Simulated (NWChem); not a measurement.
Species: C, triplet

Computed with NWChem. Pople sets run with spherical d functions. Spin-unrestricted. Medium grid unless said otherwise, to which SCAN and Minnesota functionals are sensitive. The open p shell is one determinant without spherical averaging. No stability test was run on the SCF state. B3LYP is NWChem's, with the RPA form of VWN correlation.

Q: Order these by “lowest empty minus highest occupied level, either spin (eV)”, lowest first: BLYP/6-31G*; B3LYP/6-31G*; M05-2X/6-31G*.

A: BLYP/6-31G* (0.58), B3LYP/6-31G* (3.10), M05-2X/6-31G* (6.84)
